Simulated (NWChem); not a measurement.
## Which level was it?

[BNH4]−: 6 atoms, total charge -1, spin state doublet. SMILES: `[BH2-]N`. Geometry: relaxed at GFN2-xTB.

```xyz
6

B    -0.4092   -0.6844    0.1812
N    -0.1751    0.8689    0.0985
H     0.6202   -1.3231    0.5739
H    -0.8077   -1.1319   -0.9153
H     0.2962    1.1340   -0.7764
H     0.4756    1.1365    0.8381
```

A calculation with NWChem 7.3.0 gave:

```json
{
 "total energy": "-81.7726 Eh",
 "HOMO energy": "2.17 eV",
 "LUMO energy": "8.92 eV",
 "⟨S²⟩": "0.753"
}
```

Task: Which of these levels gave the numbers?
A. B3LYP/6-31G* (spherical functions)
B. HF/STO-3G
C. CAM-B3LYP/def2-SVP
D. B2PLYP/6-31G

Result: D. The others give -81.9380 Eh (B3LYP/6-31G* (spherical functions)), -81.8413 Eh (CAM-B3LYP/def2-SVP), -80.2093 Eh (HF/STO-3G).
